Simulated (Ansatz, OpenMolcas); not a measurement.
How methods differ on BH2Cl− (SMILES [BH2-]Cl)

BH2Cl− has 4 atoms, charge -1, and is taken as a doublet. SMILES: `[BH2-]Cl`. Geometry: relaxed at GFN2-xTB.

```xyz
4

B    -0.0727   -0.1943   -0.3373
Cl    1.3902    0.0624    0.8848
H    -0.9640   -0.7526    0.2646
H    -0.3535    0.8845   -0.8121
```

Quantity: the vertical detachment energy (to the singlet neutral), in eV. The values are calculated.

```tsv
level	kind	program	value (eV)	less FCI/STO-3G	CPU time (all runs)
USVWN5/STO-3G	LDA	Ansatz	-2.62	+0.43	1.2 s
U-revPBE/STO-3G	GGA	Ansatz	-2.38	+0.67	1.9 s
U-r2SCAN/STO-3G	meta-GGA	OpenMolcas	-2.08	+0.97	10 s
UB3LYP/STO-3G	global hybrid	OpenMolcas	-2.21	+0.84	8 s
UPBE0/STO-3G	global hybrid	Ansatz	-2.15	+0.90	2 s
U-wB97M-V/STO-3G	range-separated hybrid	Ansatz	-2.46	+0.59	26 s
UB2PLYP/STO-3G	double hybrid	Ansatz	-2.48	+0.57	2.2 s
UBCCD(T)/STO-3G	coupled cluster or CI	Ansatz	-3.04	+0.01	0.33 s
FCI/STO-3G	exact in the basis	Ansatz	-3.05	0.00	0.56 s
```

FCI/STO-3G is exact within its basis and frozen core, so for wave-function methods in that basis the difference is their error; functionals converge differently with the basis, so for them it is only a difference. Where it was recorded, the anion's HOMO is positive in U-r2SCAN/STO-3G, UB3LYP/STO-3G: a fault of the level (basis or self-interaction), which says nothing on whether the real anion is bound. Sets without diffuse functions describe the anion poorly. The values span -3.05 to -2.08 eV. All rows use very small basis sets, so none should be taken for the real molecule's value. In so small a basis fixed costs decide the times, and correlated methods can beat functionals. Times are those of the runs behind each value, whatever else they computed, on shared processors of several kinds: orders of magnitude only.
